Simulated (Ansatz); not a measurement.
AlH₃N, SMILES `[NH2][AlH]` radical, relaxed with UKS PBE0-D4/def2-TZVP in Ansatz 0.2.0 from a PBE-D4/def2-SVP geometry. The force threshold is 0.005 eV/Å; the program also tests the step.

Total charge 0; spin multiplicity 2.

Start:

```xyz
5

N    -0.651   -0.173   -0.135
Al    1.129   -0.287   -0.332
H    -1.344   -0.733   -0.639
H    -1.128    0.471    0.505
H     1.994    0.722    0.601
```

By how much does the energy fall, and how many steps does the optimiser take? (An estimate is asked.)

The calculation gave: 0.02 eV, in 5 steps.

Which bonds change most? (Estimate.)

The calculation gave: N1–Al2 from 1.794 to 1.774 Å; Al2–H5 from 1.624 to 1.604 Å; N1–H4 from 1.026 to 1.009 Å; N1–H3 from 1.023 to 1.007 Å.

Give the relaxed structure. (An estimate is asked.)

Computed: 
```xyz
5

N    -0.648   -0.171   -0.133
Al    1.112   -0.282   -0.324
H    -1.325   -0.724   -0.633
H    -1.114    0.463    0.499
H     1.975    0.713    0.591
```
